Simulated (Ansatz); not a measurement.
Ideal-gas functions of C$_{2}$H$_{2}$F$_{2}$, SMILES `F/C=C\F` at 500 K and 1 bar, from an Ansatz frequency run at PBE0-D4/def2-TZVP.

Molar mass 64.03 g/mol, point group C2v (symmetry number 2), electronic degeneracy 1, moments of inertia 23.371, 85.973, 109.344 u Å². Harmonic wavenumbers (cm⁻¹, unscaled): 236, 524, 784, 786, 871, 1043, 1167, 1292, 1401, 1792, 3229, 3252.

Use S(trans) = R[1.5 ln M + 2.5 ln T − 1.1517]; rotational temperatures θ = 24.2544 K / I; S(rot) = R[ln(√π/σ · √(T³/θAθBθC)) + 1.5]; for each mode x = 1.438777 ν̃/T, S = R[x/(eˣ − 1) − ln(1 − e⁻ˣ)] and H = RT x/(eˣ − 1); 1 cm⁻¹ = 0.0119627 kJ/mol; R = 8.31446 J/(mol·K).

Question: By hand: the entropy, in J/(mol·K).

Answer: Translation 171.5. Rotation: θ = 1.0378, 0.2821, 0.2218 K, giving 100.3. Vibration, mode by mode: 11.69, 5.65, 3.12, 3.10, 2.56, 1.73, 1.30, 0.97, 0.75, 0.30, 0.01, 0.01, in all 31.2. Electronic 0.0. Sum 303.0 J/(mol·K).

Question: By hand: H − E and G − E in kJ/mol, counted from the electronic energy.

Answer: Zero-point energy ½ × 16377 × 0.0119627 = 98.0; thermal vibration 9.8; translation, rotation and pV give 4 RT = 16.6. H − E = 124.4 kJ/mol, and G − E = 124.4 − 500 × 303.0/1000 = -27.1 kJ/mol.

Vibration gives 10 % of the entropy.
